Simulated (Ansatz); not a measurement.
## H₂O ··· CH₄S

The pair of H₂O (SMILES O, atoms 1–3) and CH₄S (SMILES CS, atoms 4–9), both closed shells, in one local arrangement (a lower one may exist), relaxed at PBE0-D4/def2-TZVP:

O1  (0.182, 0.079, -2.368)
H2  (0.607, 0.817, -2.810)
H3  (-0.558, -0.163, -2.929)
C4  (0.127, -0.368, 1.743)
S5  (-0.850, 0.896, 0.900)
H6  (-0.164, -1.369, 1.429)
H7  (-0.079, -0.263, 2.809)
H8  (1.194, -0.221, 1.578)
H9  (-0.458, 0.592, -0.352)
(Å)

Computed with Ansatz 0.2.0 (basis: def2-TZVPPD, with def2-QZVPPD for the basis limit); correlated methods freeze the cores. B3LYP uses VWN-RPA correlation. Extrapolation: Hartree–Fock as exp(−7.88 √X), correlation as X^−2.97. Interaction energies count from these two fragments, frozen as in the pair, with the counterpoise correction; negative means bound.

**Question.** What is the interaction energy by CCSD(T) at an estimated basis limit (MP2 extrapolated from triple and quadruple zeta, plus CCSD(T) − MP2 in triple zeta)? (An estimate is asked for; the value comes from the calculation.)

**Answer.** By the calculation: -2.22 kcal/mol. Hartree–Fock alone gives -0.53 kcal/mol at the basis limit. It counts from the two fragments frozen as in the pair.

The same quantity by other methods in triple zeta, and each one's difference from that estimate:
```json
{"method": "PBE-D4", "E_int (kcal/mol)": "-2.68", "difference": "-0.46"}
{"method": "revPBE-D4", "E_int (kcal/mol)": "-1.99", "difference": "0.24"}
{"method": "BLYP-D4", "E_int (kcal/mol)": "-2.08", "difference": "0.14"}
{"method": "r2SCAN-D4", "E_int (kcal/mol)": "-2.36", "difference": "-0.14"}
{"method": "B97M-V", "E_int (kcal/mol)": "-2.36", "difference": "-0.14"}
{"method": "PBE0-D4", "E_int (kcal/mol)": "-2.53", "difference": "-0.31"}
{"method": "B3LYP-D4", "E_int (kcal/mol)": "-2.25", "difference": "-0.03"}
{"method": "HSE06-D4", "E_int (kcal/mol)": "-2.54", "difference": "-0.31"}
{"method": "wB97X-V", "E_int (kcal/mol)": "-2.22", "difference": "0.01"}
{"method": "wB97M-V", "E_int (kcal/mol)": "-2.12", "difference": "0.10"}
{"method": "B2PLYP", "E_int (kcal/mol)": "-1.75", "difference": "0.48"}
{"method": "HF", "E_int (kcal/mol)": "-0.53", "difference": "1.69"}
{"method": "MP2", "E_int (kcal/mol)": "-2.09", "difference": "0.14"}
{"method": "CCSD", "E_int (kcal/mol)": "-1.66", "difference": "0.57"}
{"method": "CCSD(T)", "E_int (kcal/mol)": "-1.92", "difference": "0.30"}
```
Differences are method less estimate.

**Question.** Which atoms make the shortest contact between the fragments?

**Answer.** O1 and H9, 2.18 Å apart.

Basis-set superposition shift (counterpoise-corrected less uncorrected): CCSD(T) 0.40; MP2 0.39; HF 0.03; PBE0-D4 0.04; wB97M-V 0.04 kcal/mol.

No T1 diagnostic of these runs exceeds 0.011.

For scale, one of the runs: CCSD(T)/def2-TZVPPD, 230 basis functions, launched by `ansatz run in.yaml --threads 4 --pin off --events-out ev --progress --plain --max-ram 9574MiB`. Time: 47 s of wall clock on 4 CPU threads of an Arm Neoverse V1; the host was shared. Peak host memory: 3.9 GiB.
